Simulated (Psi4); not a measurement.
# A workflow on MgSH (SMILES [Mg][SH])

Wanted: a structure relaxation (doublet MgSH, UTPSS-D3(BJ)/cc-pVDZ), then the energy (singlet MgSH+, TPSS-D3(BJ)/cc-pVDZ), then a geometry optimisation (singlet MgSH+, TPSS-D3(BJ)/cc-pVDZ), then the energy (doublet MgSH, UTPSS-D3(BJ)/cc-pVDZ) of HMgS. 

Program for the calculation: Psi4 1.11.

## Step 1: The molecule

MgSH has 3 atoms, charge 0, and is taken as a doublet. As SMILES, `[Mg][SH]`. All atoms were displaced at random from a relaxed shape. The run starts from this shape.

Bond lengths: Mg1–S2 2.276 Å, S2–H3 1.427 Å. Angles: Mg1–S2–H3 84.5°.

## Step 2: A structure relaxation at UTPSS-D3(BJ)/cc-pVDZ (density fitting) (run 1)

Input file hmgs.in:

```
memory 1600 mb

molecule mol {
  0 2
  Mg     1.354200    -0.509999     0.625556
  S     -0.665374    -0.468467    -0.423054
  H     -0.587299     0.941767    -0.222239
  units angstrom
  symmetry c1
}

set basis cc-pVDZ
set reference uks

e_tot, wfn = opt("tpss-d3bj", return_wfn=True)
```

The run is started by

```
$ psi4 hmgs.in hmgs.out -n 1
```

hmgs.out:

```text
[...]
  Running in c1 symmetry.
[...]
  Nuclear repulsion =   53.048975828831992
[...]
  Multiplicity = 2
[...]
  Nalpha       = 15
  Nbeta        = 14
[...]
    Number of basis functions: 41
[...]
   @DF-UKS iter   1:  -598.80998066123288   -1.72199e-01   9.67140e-03 DIIS/ADIIS
[...]
   @DF-UKS iter   6:  -598.92922788470366   -1.59162e-12   5.18203e-09 DIIS
[...]
   @S^2 Observed:                7.509316397E-01
[...]
  @DF-UKS Final Energy:  -598.92922788470366
   => Energetics <=
    Nuclear Repulsion Energy =             51.6099974549443132
    One-Electron Energy =                -933.2483567388171650
    Two-Electron Energy =                 325.2954259002841582
    DFT Exchange-Correlation Energy =     -42.5832652972446510
    Empirical Dispersion Energy =          -0.0030292038702291
    VV10 Nonlocal Energy =                  0.0000000000000000
    Total Energy =                       -598.9292278847036641
[...]
 Multipole Moments:
 ------------------------------------------------------------------------------------
     Multipole            Electronic (a.u.)      Nuclear  (a.u.)        Total (a.u.)
 ------------------------------------------------------------------------------------
 L = 1.  Multiply by 2.5417464519 to convert [e a0] to [Debye]
 Dipole X            :          1.8307044           -0.8747109            0.9559936
 Dipole Y            :         -1.1334371            1.3154180            0.1819808
 Dipole Z            :         -0.0000000            0.0000000           -0.0000000
 Magnitude           :                                                    0.9731602
[...]
  -Total Gradient:
     Atom            X                  Y                   Z
    ------   -----------------  -----------------  -----------------
       1        0.000010285964     0.000014581291    -0.000000000000
       2       -0.000001240185     0.000029686088    -0.000000000000
       3        0.000020616228     0.000044326026     0.000000000000
[...]
    Final optimized geometry and variables:
    Molecular point group: c1
    Full point group: Cs
    Geometry (in Angstrom), charge = 0, multiplicity = 2:
    MG           1.360957509051    -0.112258362915     0.000000000000
    S           -0.991794487457     0.039966497456    -0.000000000000
    H           -0.925655375954     1.403725615897     0.000000000000
    Psi4 run time: 0:00:29.64
[...]
```

On the terminal:

```text
Optimizer: Optimization complete!
```

It took 31 s on 1 thread of Intel Xeon 6975P-C (Granite Rapids), shared host; peak memory 0.51 GiB.

The path in brief:

```csv
step,energy from the first frame kept (eV),largest force (eV/Å)
0,0.0000,1.3676
1,-0.0671,0.2853
2,-0.0747,0.0927
3,-0.0764,0.0470
4,-0.0766,0.0286
5,-0.0767,0.0070
6,-0.0767,0.0025
```

After the run. Bond lengths: Mg1–S2 2.358 Å, S2–H3 1.365 Å. Angles: Mg1–S2–H3 90.9°.

## Step 3: The singlet cation: the energy at TPSS-D3(BJ)/cc-pVDZ (density fitting) (run 2)

Input file hmgs.py:

```python
import psi4

psi4.set_memory(1600000000)
psi4.set_num_threads(1)
psi4.set_output_file('psi4.out', False)

m = psi4.geometry("""
1 1
Mg     1.398240    -0.572698     0.641408
S     -0.694879    -0.421239    -0.433081
H     -0.699397     0.935664    -0.281397
""")

psi4.set_options({
    'basis': 'cc-pVDZ',
})

E, wfn = psi4.energy("tpss-d3bj2b", return_wfn=True)
print(f'tpss-d3bj2b energy: {E:.10f} Eh')
```

The run is started by

```
$ python hmgs.py
```

psi4.out:

```text
[...]
  Running in cs symmetry.
[...]
  Nuclear repulsion =   51.609998986824557
[...]
  Multiplicity = 1
[...]
  Nalpha       = 14
  Nbeta        = 14
[...]
    Number of basis functions: 41
[...]
   @DF-RKS iter   1:  -598.54319538710524    9.25427e-02   1.15806e-02 DIIS/ADIIS
[...]
   @DF-RKS iter   9:  -598.66083650321900   -3.47809e-08   1.88527e-07 DIIS
[...]
    Orbital Energies [Eh]
    ---------------------
    Doubly Occupied:
       1Ap   -88.555145     2Ap   -46.786161     3Ap    -7.920756
       4Ap    -5.901016     5Ap    -5.900013     1App   -5.891890
       6Ap    -3.304185     7Ap    -2.065770     2App   -2.064689
       8Ap    -2.062497     9Ap    -0.832304    10Ap    -0.537877
      11Ap    -0.464393     3App   -0.402633
[...]
  @DF-RKS Final Energy:  -598.66083650321900
   => Energetics <=
    Nuclear Repulsion Energy =             51.6099989868245572
    One-Electron Energy =                -926.3072147086526229
    Two-Electron Energy =                 318.3908083386683074
    DFT Exchange-Correlation Energy =     -42.3513999161789698
    Empirical Dispersion Energy =          -0.0030292038802331
    VV10 Nonlocal Energy =                  0.0000000000000000
    Total Energy =                       -598.6608365032190022
[...]
 Multipole Moments:
 ------------------------------------------------------------------------------------
     Multipole            Electronic (a.u.)      Nuclear  (a.u.)        Total (a.u.)
 ------------------------------------------------------------------------------------
 L = 1.  Multiply by 2.5417464519 to convert [e a0] to [Debye]
 Dipole X            :          4.3777761           -0.8747111            3.5030650
 Dipole Y            :         -1.2693462            1.3154181            0.0460718
 Dipole Z            :          0.0000000            0.0000000            0.0000000
 Magnitude           :                                                    3.5033679
[...]
```

The script printed:

```text
tpss-d3bj2b energy: -598.6608365032 Eh
```

Wall time 5.7 s (1 thread of Intel Xeon 6975P-C (Granite Rapids), shared host); peak memory 0.44 GiB.

## Step 4: The singlet cation: a structure relaxation at TPSS-D3(BJ)/cc-pVDZ (density fitting) (run 3)

Input file job.dat:

```
memory 1.6 GB

molecule m {
  1 1
  Mg     1.398240    -0.572698     0.641408
  S     -0.694879    -0.421239    -0.433081
  H     -0.699397     0.935664    -0.281397
  symmetry c1
}

set {
  reference rks
}

opt('tpss-d3bj2b/cc-pVDZ')
print_variables()
```

The run is started by

```
$ psi4 job.dat job.out -n 1
```

job.out:

```text
[...]
  Running in c1 symmetry.
[...]
  Nuclear repulsion =   51.609998986824557
[...]
  Multiplicity = 1
[...]
  Nalpha       = 14
  Nbeta        = 14
[...]
    Number of basis functions: 41
[...]
   @DF-RKS iter   1:  -598.54319538706625    9.25427e-02   9.02528e-03 DIIS/ADIIS
[...]
   @DF-RKS iter   6:  -598.66248988268978   -3.75167e-12   7.50494e-09 DIIS
[...]
    Orbital Energies [Eh]
    ---------------------
    Doubly Occupied:
       1A    -88.554717     2A    -46.780668     3A     -7.921578
       4A     -5.901780     5A     -5.900352     6A     -5.892927
       7A     -3.300659     8A     -2.062120     9A     -2.060872
      10A     -2.059270    11A     -0.837498    12A     -0.543577
      13A     -0.467731    14A     -0.408391
[...]
  @DF-RKS Final Energy:  -598.66248988268978
   => Energetics <=
    Nuclear Repulsion Energy =             53.4870801052611711
    One-Electron Energy =                -930.0474731474978398
    Two-Electron Energy =                 320.2701488737807267
    DFT Exchange-Correlation Energy =     -42.3692053230717391
    Empirical Dispersion Energy =          -0.0030403911621575
    VV10 Nonlocal Energy =                  0.0000000000000000
    Total Energy =                       -598.6624898826897834
[...]
 Multipole Moments:
 ------------------------------------------------------------------------------------
     Multipole            Electronic (a.u.)      Nuclear  (a.u.)        Total (a.u.)
 ------------------------------------------------------------------------------------
 L = 1.  Multiply by 2.5417464519 to convert [e a0] to [Debye]
 Dipole X            :          4.2617067           -0.8603637            3.4013430
 Dipole Y            :         -1.2379451            1.3110107            0.0730656
 Dipole Z            :          0.0000000           -0.0000000            0.0000000
 Magnitude           :                                                    3.4021277
[...]
  -Total Gradient:
     Atom            X                  Y                   Z
    ------   -----------------  -----------------  -----------------
       1       -0.000015497794     0.000038757493     0.000000000000
       2        0.000072663544     0.000012678695    -0.000000000000
       3        0.000058448037     0.000036035826    -0.000000000000
[...]
```

On the terminal:

```text
Optimizer: Optimization complete!
```

Run time: 18 s. Hardware: 1 thread of Intel Xeon 6975P-C (Granite Rapids), shared host; peak memory 0.51 GiB.

Steps, from the record of the run:

```csv
step,energy from the first frame kept (eV),largest force (eV/Å)
0,0.0000,0.8969
1,-0.0412,0.2872
2,-0.0448,0.0616
3,-0.0450,0.0145
4,-0.0450,0.0038
```

After the run. Bond lengths: Mg1–S2 2.262 Å, S2–H3 1.368 Å. Angles: Mg1–S2–H3 91.6°.

## Step 5: The energy at UTPSS-D3(BJ)/cc-pVDZ (density fitting) (run 4)

Input file hmgs.xyz:

```xyz
3
HMgS
Mg     1.349281    -0.561146     0.617185
S     -0.658577    -0.429760    -0.415115
H     -0.685893     0.931052    -0.274878
```

Input file hmgs.py:

```python
import psi4

psi4.set_memory('1600 MB')
psi4.set_num_threads(1)
psi4.core.set_output_file('psi4.out', False)

with open('hmgs.xyz') as f:
    atoms = ''.join(f.readlines()[2:])
mol = psi4.geometry('0 2\n' + atoms + 'symmetry c1')

psi4.set_options({
    'basis': 'cc-pVDZ',
    'reference': 'uks',
})

E = psi4.energy('tpss-d3bj', molecule=mol)
print(f'tpss-d3bj energy: {E:.10f} Eh')
for k, v in sorted(psi4.core.scalar_variables().items()):
    print(f'{k:45s} {v:18.10f}')
```

The run is started by

```
$ python hmgs.py
```

psi4.out:

```text
[...]
  Running in c1 symmetry.
[...]
  Nuclear repulsion =   53.487073247961966
[...]
  Multiplicity = 2
[...]
  Nalpha       = 15
  Nbeta        = 14
[...]
    Number of basis functions: 41
[...]
   @DF-UKS iter   1:  -598.81058460505687   -1.52123e-01   9.72826e-03 ADIIS/DIIS
[...]
   @DF-UKS iter   9:  -598.92769219707736   -9.54592e-08   8.29580e-07 DIIS
[...]
   @S^2 Observed:                7.507862604E-01
[...]
    Orbital Energies [Eh]
    ---------------------
    Alpha Occupied:
       1A    -88.340901     2A    -46.475285     3A     -7.709197
       4A     -5.690591     5A     -5.685730     6A     -5.681709
       7A     -3.003824     8A     -1.766213     9A     -1.765175
      10A     -1.762428    11A     -0.636806    12A     -0.348856
      13A     -0.265242    14A     -0.213743    15A     -0.166840
    Alpha Virtual:
      16A     -0.060438    17A     -0.049672    18A     -0.006025
      19A      0.038739    20A      0.091227    21A      0.127796
      22A      0.128803    23A      0.180442    24A      0.243012
      25A      0.263777    26A      0.268240    27A      0.275510
[...]
  @DF-UKS Final Energy:  -598.92769219707736
   => Energetics <=
    Nuclear Repulsion Energy =             53.4870732479619662
    One-Electron Energy =                -936.9877765912823406
    Two-Electron Energy =                 327.1742928375036854
    DFT Exchange-Correlation Energy =     -42.5982413001114679
    Empirical Dispersion Energy =          -0.0030403911491782
    VV10 Nonlocal Energy =                  0.0000000000000000
    Total Energy =                       -598.9276921970773628
[...]
 Multipole Moments:
 ------------------------------------------------------------------------------------
     Multipole            Electronic (a.u.)      Nuclear  (a.u.)        Total (a.u.)
 ------------------------------------------------------------------------------------
 L = 1.  Multiply by 2.5417464519 to convert [e a0] to [Debye]
 Dipole X            :          1.6871637           -0.8603631            0.8268007
 Dipole Y            :         -1.1094978            1.3110108            0.2015130
 Dipole Z            :          0.0000000            0.0000000            0.0000000
 Magnitude           :                                                    0.8510034
[...]
```

On the terminal:

```text
tpss-d3bj energy: -598.9276921971 Eh
CURRENT ENERGY                                   -598.9276921971
CURRENT REFERENCE ENERGY                         -598.9276921971
DD SOLVATION ENERGY                                 0.0000000000
DFT FUNCTIONAL TOTAL ENERGY                      -598.9246518059
DFT TOTAL ENERGY                                 -598.9276921971
DFT VV10 ENERGY                                     0.0000000000
DFT XC ENERGY                                     -42.5982413001
DISPERSION CORRECTION ENERGY                       -0.0030403911
GRID ELECTRONS ALPHA                               15.0000046275
GRID ELECTRONS BETA                                14.0000045218
GRID ELECTRONS TOTAL                               29.0000091493
NUCLEAR REPULSION ENERGY                           53.4870732480
ONE-ELECTRON ENERGY                              -936.9877765913
PCM POLARIZATION ENERGY                             0.0000000000
PE ENERGY                                           0.0000000000
SCF ITERATION ENERGY                             -598.9276921971
SCF ITERATIONS                                      9.0000000000
SCF TOTAL ENERGY                                 -598.9276921971
TPSS-D3(BJ) DISPERSION CORRECTION ENERGY           -0.0030403911
TWO-ELECTRON ENERGY                               327.1742928375
XC GRID RADIAL POINTS                              75.0000000000
XC GRID SPHERICAL POINTS                          302.0000000000
XC GRID TOTAL POINTS                            65139.0000000000
```

Run time: 6.9 s. Hardware: 1 thread of Intel Xeon 6975P-C (Granite Rapids), shared host; peak memory 0.45 GiB.

## Step 6: Results

| quantity | value |
| --- | --- |
| run 1, UTPSS-D3(BJ)/cc-pVDZ: total energy at the end | -598.92923 Eh |
| run 1, UTPSS-D3(BJ)/cc-pVDZ: dipole moment | 2.47 D |
| run 1, UTPSS-D3(BJ)/cc-pVDZ: HOMO energy (highest over α and β) | -4.63 eV |
| run 1, UTPSS-D3(BJ)/cc-pVDZ: LUMO energy (lowest over α and β) | -3.78 eV |
| run 1, UTPSS-D3(BJ)/cc-pVDZ: dispersion energy | -7.95 kJ/mol |
| run 1, UTPSS-D3(BJ)/cc-pVDZ: ⟨S²⟩ | 0.751 |
| singlet cation, run 2: total energy | -598.66084 Eh |
| singlet cation, run 2: HOMO energy | -10.96 eV |
| singlet cation, run 2: LUMO energy | -9.67 eV |
| singlet cation, run 2: HOMO–LUMO gap | 1.29 eV |
| singlet cation, run 2: dispersion energy | -7.95 kJ/mol |
| singlet cation, run 3: total energy at the end | -598.66249 Eh |
| singlet cation, run 3: HOMO energy | -11.11 eV |
| singlet cation, run 3: LUMO energy | -9.57 eV |
| singlet cation, run 3: HOMO–LUMO gap | 1.54 eV |
| singlet cation, run 3: dispersion energy | -7.98 kJ/mol |
| run 4, UTPSS-D3(BJ)/cc-pVDZ: total energy | -598.92769 Eh |
| run 4, UTPSS-D3(BJ)/cc-pVDZ: dipole moment | 2.16 D |
| run 4, UTPSS-D3(BJ)/cc-pVDZ: HOMO energy (highest over α and β) | -4.54 eV |
| run 4, UTPSS-D3(BJ)/cc-pVDZ: LUMO energy (lowest over α and β) | -3.74 eV |
| run 4, UTPSS-D3(BJ)/cc-pVDZ: dispersion energy | -7.98 kJ/mol |
| adiabatic ionisation energy (to the singlet cation, no zero-point term) | 7.258 eV |

The adiabatic ionisation energy (to the singlet cation, no zero-point term) is 7.26 eV (167 kcal/mol). The optimisation (run 1, UTPSS-D3(BJ)/cc-pVDZ) took 7 steps and changed the energy by -0.077 eV. The optimisation (singlet cation, run 3) took 5 steps and changed the energy by -0.045 eV.
